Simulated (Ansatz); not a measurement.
Cost and result for the atomization energy of C₃H₅ClO, SMILES `OC/C=C/Cl` (10 atoms, 9 bonds).

Z-matrix (Å, degrees):
```
C
C 1 1.492
O 1 1.413 2 112.1
H 1 1.098 2 110.1 3 124.8
H 1 1.094 2 110.1 3 -117.0
C 2 1.323 1 122.2 3 -120.9
H 2 1.086 1 117.4 3 57.8
H 3 0.961 1 107.9 2 56.4
Cl 6 1.719 2 123.8 1 179.7
H 6 1.084 2 123.1 1 -0.8
```

The species carries charge 0 and has multiplicity 1. All single points use the PBE0-D4/def2-TZVP geometry. It is one conformer, not always the lowest. Program: Ansatz. All runs use 4 threads of an Arm Neoverse V1 on a shared host. Times are those of one run each, without the atoms' runs, and a repeat can differ threefold. Electronic energies, without spin–orbit coupling; frozen cores. CCSD(T)/CBS adds CCSD(T) − MP2 in def2-TZVPP to the MP2 limit, and its time is that of the two runs behind it. T1 = 0.011. B3LYP takes the VWN-RPA correlation (the form of Gaussian; ORCA's B3LYP/G).

CCSD(T)/CBS is a level of theory with its own doubt, some kJ/mol a heavy atom from the limit and from the frozen cores, so smaller differences don't rank the functionals.

```tsv
level	functions	wall time	atomization (kJ/mol)	difference from CCSD(T)/CBS	per bond
PBE-D4/def2-TZVPP (with forces)	236	2.2 s	4047.2	128.4	14.3
PBE0-D4/def2-TZVPP	236	2.6 s	3953.9	35.1	3.9
B3LYP-D4/def2-TZVPP (with forces)	236	3.9 s	3912.9	-5.9	-0.7
r2SCAN-D4/def2-TZVPP (with forces)	236	4 s	3936.3	17.5	1.9
B2PLYP/def2-TZVPP	236	4.8 s	3877.9	-40.9	-4.5
ωB97X-V/def2-TZVPP	236	6.5 s	3919.3	0.5	0.0
ωB97M-V/def2-TZVPP (with forces)	236	9.5 s	3932.2	13.4	1.5
MP2/def2-QZVPP	448	19 s	3966.7	47.9	5.3
CCSD(T)/def2-TZVPP	236	2.1 min	3815.5	-103.3	-11.5
CCSD(T)/CBS(def2)	–	2.4 min	3918.8	0.0	0.0
```

The D4 term adds +28.7 kJ/mol with B3LYP and +15.0 kJ/mol with PBE0; it sums over pairs of atoms, weighted by their polarisabilities, and B3LYP, whose exchange is more repulsive, gets the larger term. From PBE to PBE0 (25 % exact exchange), in def2-TZVPP and without D4, the atomization energy moves by −90.4 kJ/mol: exact exchange takes away binding that semilocal exchange gives to molecules. In def2-TZVPP, CCSD(T) changes the Hartree–Fock value by +1018.7 kJ/mol (the triples alone add +70.1 kJ/mol) and MP2 by +1109.1 kJ/mol; breaking electron pairs costs correlation energy, which Hartree–Fock lacks.
